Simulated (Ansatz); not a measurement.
Born–Oppenheimer molecular dynamics of CH₄F (6 atoms, charge 0, multiplicity 2). It starts from a rough guess of a transition structure, not a stationary point.

Computed with Ansatz 0.2.0, UKS revPBE/6-31G*.

- ensemble: NVE (velocity Verlet)
- time step: 0.5 fs
- steps asked: 150
- starting velocities drawn for: 1000 K
- seed: 933353

Frames 5 fs apart, positions in Å, forces in eV/Å.

Velocities at 5.0 fs (Å/ps):

```
H 3.59 -5.05 -26.87
C 3.93 -0.12 1.79
F -1.60 0.97 0.38
H -20.63 -13.19 -8.01
H -5.18 -2.06 7.49
H 5.46 3.36 -1.18
```

```xyz
6
Properties=species:S:1:pos:R:3:forces:R:3 time_fs=5.0 energy_less_start_eV=0.422 T=186
H 0.405 0.504 0.550 -0.86 0.01 0.24
C -0.185 -0.218 -0.331 -3.33 1.24 -1.27
F 0.676 -1.126 -0.634 3.24 -2.95 -1.11
H 0.556 0.903 1.335 0.64 0.73 1.03
H -0.372 0.466 -1.217 0.00 -0.13 0.68
H -1.130 -0.769 -0.033 0.31 1.10 0.43
6
Properties=species:S:1:pos:R:3:forces:R:3 time_fs=10.0 energy_less_start_eV=0.152 T=708
H 0.320 0.483 0.462 -0.48 0.13 0.60
C -0.193 -0.206 -0.332 -0.74 0.90 -0.21
F 0.688 -1.140 -0.639 1.71 -1.90 -0.86
H 0.525 0.923 1.415 0.38 0.49 0.67
H -0.403 0.467 -1.155 -0.15 0.46 -0.83
H -1.107 -0.656 0.030 -0.72 -0.08 0.63
6
Properties=species:S:1:pos:R:3:forces:R:3 time_fs=15.0 energy_less_start_eV=0.020 T=963
H 0.144 0.493 0.498 0.70 0.06 -0.09
C -0.225 -0.175 -0.340 -0.50 0.20 0.32
F 0.721 -1.176 -0.655 -1.12 0.85 0.27
H 0.587 1.061 1.657 0.10 0.17 0.22
H -0.454 0.515 -1.204 0.17 -0.80 0.34
H -1.171 -0.528 0.187 0.64 -0.48 -1.06
6
Properties=species:S:1:pos:R:3:forces:R:3 time_fs=20.0 energy_less_start_eV=0.038 T=929
H 0.105 0.512 0.506 0.59 -0.14 -0.82
C -0.261 -0.142 -0.340 1.97 -1.07 0.88
F 0.741 -1.204 -0.668 -1.98 1.89 0.71
H 0.678 1.245 1.961 0.06 0.09 0.14
H -0.479 0.435 -1.231 -0.06 0.21 -0.48
H -1.154 -0.524 0.149 -0.58 -0.98 -0.44
6
Properties=species:S:1:pos:R:3:forces:R:3 time_fs=25.0 energy_less_start_eV=-0.057 T=1111
H 0.203 0.525 0.384 -0.04 0.37 0.53
C -0.268 -0.133 -0.332 0.58 -2.93 -2.05
F 0.738 -1.208 -0.672 -1.47 1.72 0.63
H 0.782 1.450 2.298 0.03 0.04 0.07
H -0.502 0.361 -1.309 0.17 0.07 0.59
H -1.193 -0.696 -0.008 0.74 0.72 0.22
6
Properties=species:S:1:pos:R:3:forces:R:3 time_fs=30.0 energy_less_start_eV=-0.097 T=1189
H 0.265 0.570 0.322 -1.07 -0.71 0.00
C -0.254 -0.173 -0.354 1.91 -0.74 -1.18
F 0.716 -1.192 -0.669 -0.31 0.66 0.20
H 0.893 1.664 2.653 0.01 0.01 0.02
H -0.497 0.325 -1.304 0.00 0.37 -0.17
H -1.135 -0.752 -0.097 -0.54 0.39 1.13
6
Properties=species:S:1:pos:R:3:forces:R:3 time_fs=35.0 energy_less_start_eV=-0.222 T=1430
H 0.141 0.511 0.304 0.48 0.41 0.73
C -0.214 -0.230 -0.402 -2.46 1.18 0.07
F 0.692 -1.169 -0.663 1.69 -1.55 -0.47
H 1.006 1.882 3.012 0.00 0.00 0.00
H -0.488 0.353 -1.312 -0.06 -0.30 -0.05
H -1.144 -0.695 0.033 0.34 0.27 -0.28
6
Properties=species:S:1:pos:R:3:forces:R:3 time_fs=40.0 energy_less_start_eV=0.024 T=956
H 0.086 0.483 0.379 0.58 -0.18 -0.95
C -0.214 -0.259 -0.443 -2.91 3.72 2.65
F 0.688 -1.164 -0.664 2.42 -2.66 -0.71
H 1.119 2.100 3.371 0.00 0.00 0.00
H -0.493 0.330 -1.341 -0.06 -0.22 -0.01
H -1.124 -0.611 0.118 -0.03 -0.66 -0.98
6
Properties=species:S:1:pos:R:3:forces:R:3 time_fs=45.0 energy_less_start_eV=-0.277 T=1536
H 0.158 0.456 0.297 0.08 0.80 0.16
C -0.262 -0.225 -0.441 0.49 -0.24 0.17
F 0.711 -1.189 -0.672 0.10 -0.46 -0.21
H 1.232 2.318 3.730 0.00 0.00 0.00
H -0.516 0.268 -1.387 -0.13 0.26 -0.08
H -1.143 -0.669 0.024 -0.54 -0.36 -0.03
6
Properties=species:S:1:pos:R:3:forces:R:3 time_fs=50.0 energy_less_start_eV=-0.041 T=1081
H 0.229 0.558 0.209 -1.09 -0.40 0.04
C -0.306 -0.191 -0.433 1.18 -1.90 -1.14
F 0.736 -1.221 -0.683 -1.36 1.22 0.23
H 1.344 2.535 4.088 0.00 0.00 0.00
H -0.561 0.253 -1.433 0.18 -0.03 0.56
H -1.232 -0.775 -0.091 1.09 1.11 0.31
6
Properties=species:S:1:pos:R:3:forces:R:3 time_fs=55.0 energy_less_start_eV=-0.036 T=1071
H 0.097 0.610 0.161 0.00 -0.06 0.69
C -0.322 -0.191 -0.446 2.89 -1.41 -1.55
F 0.745 -1.238 -0.691 -1.77 1.88 0.49
H 1.457 2.752 4.445 0.00 0.00 0.00
H -0.576 0.247 -1.406 0.00 0.16 -0.73
H -1.180 -0.710 -0.109 -1.12 -0.57 1.10
6
Properties=species:S:1:pos:R:3:forces:R:3 time_fs=60.0 energy_less_start_eV=-0.082 T=1160
H -0.053 0.616 0.230 0.82 -0.64 -0.48
C -0.295 -0.222 -0.485 -0.87 -0.74 0.49
F 0.733 -1.232 -0.694 -1.38 1.73 0.55
H 1.569 2.969 4.803 0.00 0.00 0.00
H -0.576 0.250 -1.471 0.18 -0.56 0.58
H -1.228 -0.687 0.040 1.24 0.21 -1.14
```

Of the whole run (75 fs, mean temperature of the second half 1177 K): The conserved energy stayed within 0.28 meV per atom of its start (net change 0.056 meV per atom), so the integration is sound. A run of 0.075 ps of so small a system gives no equilibrium averages.

Run time: 2.2 min on 1 thread of Arm Neoverse V2, with other jobs on the host, peak memory 0.09 GiB.
